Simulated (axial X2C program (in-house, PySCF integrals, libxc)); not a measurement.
# How long does AlS⁺ take?

A bond scan computed with an in-house all-electron X2C program for linear molecules (integrals from PySCF). Basis: S dyall-av3z [9s8p3d2f], Al dyall-v3z [8s8p2d1f] (cores contracted in-house).

The run was started with this input:
```json
{"zs": [16, 13], "q": 1, "bas": ["dyall-av3z", "dyall-v3z"], "levels": ["PBE0", "HF", "TPSSh"], "cc": true, "r0": 2.07, "thr": -2.0, "nmax": 90, "npts": 10, "nst": 2, "ntry": 6}
```
```bash
python so2c.py task.json out
```

Keys: zs atomic numbers; q charge; bas basis sets; levels methods; cc coupled cluster on or off; r0 starting distance in Å; thr threshold in hartree for freezing inner shells (an s shell follows its p shell); nmax most natural virtual spinors; npts points on the curve; nst determinants followed; ntry starts of the search. HF also brings MP2.

Hardware: 1 thread of Arm Neoverse V2, with other jobs on the host.

Wall time of one point of each curve, integrals apart:

```
Hamiltonian                               level  points  seconds a point
  spin-free                                PBE0      10             0.17
  spin-free                                  HF      10            0.082
  spin-free  CCSD(T) (8 electrons, 90 virtuals)       7              1.9
  spin-free                               TPSSh      10             0.34
         2c                                PBE0      10             0.21
         2c                                  HF      10             0.13
         2c  CCSD(T) (8 electrons, 90 virtuals)       7              2.1
         2c                               TPSSh      10             0.38
```

The rest:

Search with its distance optimisation 10 s, atoms 7.2 s, whole task 64 s. Coupled cluster runs on the points near the minimum only. The program drops outer points, and coupled cluster, when its time limit (not in the input) nears; MP2, further determinants and curves that did not converge are not in the table.
